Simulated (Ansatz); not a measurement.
Input file:

```yaml
crystal:
  periodic: [false, false, false]
  atoms:
    - {symbol: O, position_ang: [0.000000, 0.000000, 0.066726]}
    - {symbol: H, position_ang: [0.000000, 0.763239, -0.529583]}
    - {symbol: H, position_ang: [0.000000, -0.763239, -0.529583]}
basis:
  gaussian: {orbitals: cc-pVTZ}
correlation: {method: fic_mrcisd_q, electrons: outside_noble_gas, active_space: {window: {electrons: 8, orbitals: 6}, shells: [{species: H, l: s, shell: 1}, {species: O, l: s, shell: 2}, {species: O, l: p, shell: 2}]}}
```

```sh
$ ansatz run in.yaml --threads 2 --pin off --events-out ev --progress --plain --max-ram 16896MiB --backend cuda --devices 0, --max-vram 18GiB
```

The program prints:

```
716 factors; integrals over basis functions are off by at most 1.6e-7 eV
mean field evaluation 1: about -2067.8572 eV, gradient 3.2e1 eV
mean field evaluation 2: about -2067.8571 eV, gradient 3.2e1 eV
mean field evaluation 4: about -2069.5856 eV, gradient 1.4e0 eV
mean field evaluation 8: about -2069.5929 eV, gradient 3.4e-5 eV
mean field -2069.59290584 eV, -76.0561364692 hartree, gradient 9.8e-7 eV, S^2 0.000000; 0 other end points of the search recorded, 0 dependent functions left out
reference -2069.59290584 eV, -76.0561364692 hartree; 5, 5 occupied and 53, 53 virtual orbitals, 716 factors
state -2071.06832845 eV, -76.1103572500 hartree
contracted CI cycle   1: correlation 0.00000000 eV, 0.0000000000 hartree, residual 3.15e1 eV
contracted CI cycle   2: correlation -5.48720111 eV, -0.2016509216 hartree, residual 6.07e0 eV
contracted CI cycle   3: correlation -5.71644950 eV, -0.2100756443 hartree, residual 1.37e0 eV
contracted CI cycle   4: correlation -5.72873707 eV, -0.2105272042 hartree, residual 3.72e-1 eV
contracted CI cycle   5: correlation -5.72971534 eV, -0.2105631551 hartree, residual 1.05e-1 eV
contracted CI cycle   6: correlation -5.72978231 eV, -0.2105656161 hartree, residual 2.68e-2 eV
contracted CI cycle   7: correlation -5.72978669 eV, -0.2105657770 hartree, residual 6.44e-3 eV
contracted CI cycle   8: correlation -5.72978696 eV, -0.2105657870 hartree, residual 1.43e-3 eV
contracted CI cycle   9: correlation -5.72978697 eV, -0.2105657875 hartree, residual 3.32e-4 eV
state -2071.06832845 eV, -76.1103572500 hartree; corrected -2077.06074237 eV, -76.3305743999 hartree
Total energy: -2077.06074237 eV, -76.3305743999 hartree
Checks for a lower state left out: starts, orbital_swaps
```

For the same geometry and basis RCCSDTQ lies 51.1 meV lower.

Ran on 2 threads of AMD EPYC 7R13 with a shared H100 80 GB, shared host: 1.6 s wall, 0.81 GiB peak host memory.
